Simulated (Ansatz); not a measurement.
These are Ansatz (an electronic-structure program) with PBE-D3(BJ)/def2-SVP values and carry that method's errors. No frequencies were computed at this level.

Ansatz 0.2 input:
```yaml
crystal:
  periodic: [false, false, false]
  atoms:
    - { symbol: C, position_ang: [-0.675918, 1.128278, -0.419193] }
    - { symbol: N, position_ang: [0.007003, 0.182684, 0.437362] }
    - { symbol: C, position_ang: [-0.70263, -1.076846, 0.502307] }
    - { symbol: C, position_ang: [1.380235, -0.007418, 0.022259] }
    - { symbol: H, position_ang: [-0.143955, 2.07834, -0.397737] }
    - { symbol: H, position_ang: [-0.741608, 0.78661, -1.465358] }
    - { symbol: H, position_ang: [-1.685365, 1.286918, -0.042479] }
    - { symbol: H, position_ang: [-0.190209, -1.739921, 1.197878] }
    - { symbol: H, position_ang: [-0.770271, -1.579769, -0.476472] }
    - { symbol: H, position_ang: [-1.71185, -0.899458, 0.871184] }
    - { symbol: H, position_ang: [1.464907, -0.432135, -0.991625] }
    - { symbol: H, position_ang: [1.894715, 0.952301, 0.039962] }
    - { symbol: H, position_ang: [1.874947, -0.679586, 0.721912] }
basis:
  gaussian: { orbitals: def2-svp }
hamiltonian:
  xc: pbe
  dispersion: d3bj
relax:
  max_steps: 150
```

Output:

```
Functional definition: PBE
1168 factors; their error is unknown
mean field evaluation 1: about -4726.3123 eV, gradient 6.5e1 eV
mean field evaluation 2: about -4707.0981 eV, gradient 1.1e2 eV
mean field evaluation 4: about -4737.3434 eV, gradient 6.7e0 eV
mean field evaluation 8: about -4737.4262 eV, gradient 4.1e-2 eV
mean field evaluation 16: about -4737.3649 eV, gradient 3.7e-5 eV
mean field -4737.36492164 eV, -174.0949497688 hartree, gradient 3.7e-5 eV, S^2 0.000000; 0 other end points of the search recorded, 0 dependent functions left out
reference -4737.36495179 eV, -174.0949508769 hartree; 17, 17 occupied and 84, 84 virtual orbitals, 1168 factors
relax step   1: F+E_penalty+E_count = -4737.59745218 eV  Δ(F+E_penalty+E_count) = +0.000e0 eV  max|allowed force component| = 6.765e-1 eV/Å  Δτ_max = 0.0000 Å  (28 SCF iters, accepted)
these checks for a lower state are left out or cut short: starts, cluster_reference, orbital_swaps, neighbouring_geometries, increment
1168 factors; their error is unknown
mean field -4737.43694328 eV, -174.0975965155 hartree, gradient 5.9e-6 eV, S^2 0.000000; 0 other end points of the search recorded, 0 dependent functions left out
reference -4737.43697366 eV, -174.0975976319 hartree; 17, 17 occupied and 84, 84 virtual orbitals, 1168 factors
relax step   2: F+E_penalty+E_count = -4737.66723871 eV  Δ(F+E_penalty+E_count) = -6.979e-2 eV  max|allowed force component| = 3.003e-1 eV/Å  Δτ_max = 0.0291 Å  (31 SCF iters, accepted)
these checks for a lower state are left out or cut short: starts, cluster_reference, orbital_swaps, neighbouring_geometries, increment
1168 factors; their error is unknown
mean field evaluation 32: about -4737.4451 eV, gradient 5.7e-6 eV
mean field -4737.44510347 eV, -174.0978963969 hartree, gradient 5.7e-6 eV, S^2 0.000000; 0 other end points of the search recorded, 0 dependent functions left out
reference -4737.44513391 eV, -174.0978975155 hartree; 17, 17 occupied and 84, 84 virtual orbitals, 1168 factors
relax step   3: F+E_penalty+E_count = -4737.67459872 eV  Δ(F+E_penalty+E_count) = -7.360e-3 eV  max|allowed force component| = 7.564e-2 eV/Å  Δτ_max = 0.0157 Å  (31 SCF iters, accepted)
these checks for a lower state are left out or cut short: starts, cluster_reference, orbital_swaps, neighbouring_geometries, increment
1168 factors; their error is unknown
mean field -4737.44537080 eV, -174.0979062212 hartree, gradient 5.6e-6 eV, S^2 0.000000; 0 other end points of the search recorded, 0 dependent functions left out
reference -4737.44540124 eV, -174.0979073398 hartree; 17, 17 occupied and 84, 84 virtual orbitals, 1168 factors
relax step   4: F+E_penalty+E_count = -4737.67484282 eV  Δ(F+E_penalty+E_count) = -2.441e-4 eV  max|allowed force component| = 3.482e-2 eV/Å  Δτ_max = 0.0033 Å  (32 SCF iters, accepted)
these checks for a lower state are left out or cut short: starts, cluster_reference, orbital_swaps, neighbouring_geometries, increment
1168 factors; their error is unknown
mean field -4737.44548361 eV, -174.0979103667 hartree, gradient 5.6e-6 eV, S^2 0.000000; 0 other end points of the search recorded, 0 dependent functions left out
reference -4737.44551405 eV, -174.0979114853 hartree; 17, 17 occupied and 84, 84 virtual orbitals, 1168 factors
relax step   5: F+E_penalty+E_count = -4737.67491703 eV  Δ(F+E_penalty+E_count) = -7.421e-5 eV  max|allowed force component| = 9.672e-3 eV/Å  Δτ_max = 0.0038 Å  (32 SCF iters, accepted)
1168 factors; their error is unknown
mean field evaluation 64: about -4737.5071 eV, gradient 1.4e-1 eV
mean field -4737.44548361 eV, -174.0979103667 hartree, gradient 5.6e-6 eV, S^2 0.000000; 1 other end points of the search recorded, 0 dependent functions left out
reference -4737.44551405 eV, -174.0979114853 hartree; 17, 17 occupied and 84, 84 virtual orbitals, 1168 factors
Total energy: -4737.67494747 eV, -174.1063430079 hartree
Atom 0 at    -0.680440     1.137404    -0.418483 Å, force    -0.002659     0.000837    -0.009672 eV/Å
Atom 1 at     0.006678     0.174159     0.416961 Å, force     0.000094     0.001617     0.004011 eV/Å
Atom 2 at    -0.707314    -1.082689     0.509171 Å, force    -0.002777    -0.007430    -0.006248 eV/Å
Atom 3 at     1.389625    -0.006035     0.025879 Å, force     0.005048    -0.003412    -0.008051 eV/Å
Atom 4 at    -0.146598     2.109913    -0.400744 Å, force     0.001083     0.001007     0.005003 eV/Å
Atom 5 at    -0.765303     0.819419    -1.495083 Å, force     0.001739    -0.004021    -0.001410 eV/Å
Atom 6 at    -1.709670     1.307368    -0.040495 Å, force     0.000404     0.000659     0.005159 eV/Å
Atom 7 at    -0.193623    -1.764181     1.218231 Å, force     0.001142     0.002824     0.004212 eV/Å
Atom 8 at    -0.794615    -1.623479    -0.474344 Å, force     0.001825     0.001784    -0.003785 eV/Å
Atom 9 at    -1.736608    -0.911976     0.886637 Å, force     0.000381     0.003236     0.004067 eV/Å
Atom 10 at     1.512372    -0.438976    -1.006047 Å, force    -0.003663    -0.001034    -0.002521 eV/Å
Atom 11 at     1.922734     0.966881     0.043250 Å, force    -0.001298     0.002374     0.004454 eV/Å
Atom 12 at     1.902763    -0.687811     0.735068 Å, force    -0.001320     0.001559     0.004780 eV/Å
Dipole moment:    -0.001039    -0.027045    -0.064760 e Å
```

Cost: about 18 core-seconds (a rough figure).
